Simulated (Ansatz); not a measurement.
**GaP, pressure series**

The parent structure is GaP in the zinc blende structure (space group F-43m, No. 216).

```xyz
2
Lattice="0.0000 2.7256 2.7256 2.7256 0.0000 2.7256 2.7256 2.7256 0.0000" Properties=species:S:1:pos:R:3 pbc="T T T"
P      4.0885     4.0885     4.0885
Ga     0.0000     0.0000     0.0000
```

Cell and atoms are relaxed at each pressure.

All numbers come from Kohn–Sham DFT with the r2SCAN functional, run in Ansatz (a quantum-chemistry and plane-wave program) with PAW and 500 eV plane waves, no spin-orbit coupling.

```csv
pressure (GPa),volume per atom (Å³/atom)
-2,20.740
0,20.249
3,19.616
7,18.907
15,17.797
30,16.328
50,14.993
75,?
100,12.962
```

**Question.** Fit the third-order Birch–Murnaghan form P(V) = (3B₀/2)[(V₀/V)^(7/3) − (V₀/V)^(5/3)]·[1 + (3/4)(B₀′ − 4)((V₀/V)^(2/3) − 1)] (squares taken in P) to the rows shown and predict the withheld row.

**Answer.** Least squares on the printed values gives V₀ = 20.243 Å³/atom, B₀ = 90.0 GPa, B₀′ = 4.1; this predicts 13.822 Å³/atom, and the run gives 13.826 Å³/atom, 0.004 higher.

Measured bulk modulus of GaP: 89.6 GPa (static lattice; corrected from measurement; as listed in Daniel Mejia-Rodriguez, S. B. Trickey, Phys. Rev. B (2018)); the computed value is 0 % above it.

Load acts through the strain it causes; cell and atoms are relaxed under it. Whether these cells are dynamically stable was not tested. Measured, GaP leaves this structure (for a Cmcm phase) near 26 GPa (temperature not stated; as listed in Datta, Sujoy, Jana, Debnarayan, arXiv (2020)).
